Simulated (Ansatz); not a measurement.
# SiH₄+ (doublet): wave-function methods side by side at distance Si1–H3 = 3.378 Å, 6-31G

How much of the correlation energy of SiH₄+ (doublet) does each wave-function method recover here?

Method: 6-31G, core rule «outside noble gas», up to 5 orbitals frozen; program: Ansatz 0.2.0, Gaussian basis.

The runs, in order: UHF; CCSD(T) on ROHF; CCSD(T) on UHF; BCCD(T) on ROHF; CISD; CCSDT(Q) on ROHF; CCSDT(Q) on UHF; CISDTQ; CCSDTQ on ROHF; CCSDTQ on UHF; CASSCF and MRCISD+Q, 3 electrons in 3 orbitals; CASSCF and NEVPT2, 3 electrons in 3 orbitals; CASSCF and MRCISD+Q, 7 electrons in 8 orbitals; CASSCF and NEVPT2, 7 electrons in 8 orbitals; Full CI.

19 further runs of the same task are left out: 14 that didn't finish, 5 set aside as unsound or not needed.

### Step 1. The system

The geometry derives from a PBE0/def2-TZVP stationary point (not a proven minimum). One bond is set to the value named and the two fragments are kept rigid.

5 atoms, charge 1, spin multiplicity 2.

Atoms are counted from 1 here; the program's logs count them from 0.

Bond lengths: Si1–H2 1.538 Å, Si1–H4 1.538 Å, Si1–H5 1.538 Å. Angles: H2–Si1–H4 90.0°, H2–Si1–H5 180.0°, H4–Si1–H5 90.0°.

### Step 2. UHF

in.yaml

```yaml
crystal:
  periodic: [false, false, false]
  atoms:
    - {symbol: Si, position_ang: [0.000633, 0.040705, -0.040964]}
    - {symbol: H, position_ang: [-0.010533, 1.131563, 1.042815]}
    - {symbol: H, position_ang: [-0.036367, -2.340162, 2.355072]}
    - {symbol: H, position_ang: [0.017476, 1.124535, -1.131700]}
    - {symbol: H, position_ang: [0.011799, -1.050153, -1.124744]}
basis:
  gaussian: {orbitals: 6-31G}
total_charge: 1
magnetization: {spin_polarized: true, initial_magnetization: 1}
hamiltonian: {xc: hf}
output: {orbitals: {seedname: orbitals}}
```

On the command line:

```bash
ansatz run in.yaml --threads 1 --pin off --events-out ev --progress --plain --max-ram 2393MiB
```

Further steps of the session: CCSD(T) on ROHF; CCSD(T) on UHF; BCCD(T) on ROHF; CISD; CCSDT(Q) on ROHF; CCSDT(Q) on UHF; CISDTQ; CCSDTQ on ROHF; CCSDTQ on UHF; CASSCF and MRCISD+Q, 3 electrons in 3 orbitals; CASSCF and NEVPT2, 3 electrons in 3 orbitals; CASSCF and MRCISD+Q, 7 electrons in 8 orbitals; CASSCF and NEVPT2, 7 electrons in 8 orbitals; Full CI.

**Question.** What will the summary of the whole plan be? Wanted: FCI below the RHF energy; RMP2 from FCI; UMP2 from FCI; RCCSD from FCI; RCCSD(T) from FCI; UCCSD(T) from FCI; RCCSDT(Q) from FCI; UCCSDT(Q) from FCI; NEVPT2 pair from FCI.

The runs gave:

| quantity | value |
| --- | --- |
| FCI below the RHF energy | -2.0878 eV |
| RMP2 from FCI | +679.5 meV |
| UMP2 from FCI | +679.5 meV |
| RCCSD from FCI | +30.0 meV |
| RCCSD(T) from FCI | +10.7 meV |
| UCCSD(T) from FCI | +10.7 meV |
| RCCSDT(Q) from FCI | +0.5 meV |
| UCCSDT(Q) from FCI | +0.5 meV |
| NEVPT2 pair from FCI | +552.4 meV |
| MRCISD+Q pair from FCI | -19.9 meV |
| NEVPT2 valence from FCI | +81.0 meV |
| levels within 1 kcal/mol (43 meV) | RCCSD, UCCSD, RCCSD(T), UCCSD(T), BCCD(T), RCCSDT, UCCSDT, CISDTQ, RCCSDT(Q), UCCSDT(Q), RCCSDTQ, UCCSDTQ, MRCISD+Q pair, MRCISD valence, MRCISD+Q valence |
| T1 diagnostic | 0.008 |
| effectively unpaired electrons | 1.05 |

What this shows: RCCSD(T) misses by +10.7 meV, 0.5 % of the correlation energy. MRCISD+Q pair falls below full CI: the +Q correction isn't variational, and the cores differ from full CI's. One determinant dominates. Of the multireference levels listed MRCISD+Q valence comes nearest in total energy (+3.1 meV), which doesn't show that its space is the better one. These misses are within one basis, not against nature; the frozen cores of restricted and unrestricted runs differ, which can shift their rows.
